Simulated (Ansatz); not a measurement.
Results of r²SCAN in Ansatz (PAW) for rhombohedral A7 As.

Settings: plane-wave cutoff 560 eV, 18×18×18 k mesh, Fermi–Dirac smearing 0.05 eV, scalar-relativistic PAW data made under PBE.

Cell (relaxed at this level):

```
As
1.0
    5.17842    -1.79397     0.51436
    5.17842     1.79397     0.51436
    4.26203     0.00000     3.48340
As
2
Cartesian
  3.08885   0.00000   0.95337
 11.53002   0.00000   3.55874
```

Problem. Estimate the bulk modulus that the calculation returns.

Solution. 
- bulk modulus = 6.32 GPa

Measured, for comparison: bulk modulus 40.8 GPa (copied from a table, unchecked, extrapolated to 0 K and zero-point effects removed; as tabulated in Lejaeghere et al. (2013), arXiv:1204.2733). Computed (rounded) less measured: bulk modulus not scored (unchecked).

Note: for a layered or molecular solid the relaxed cell lies over 5 % above the published volume, where the minimum can be shallow; the cell comes from a level without a dispersion term, which matters for the spacing of layers, chains or molecules; the bulk modulus comes from volumes at which shape and atoms were relaxed.

Computed values are for the static lattice.

Ansatz is a program for electronic structure.
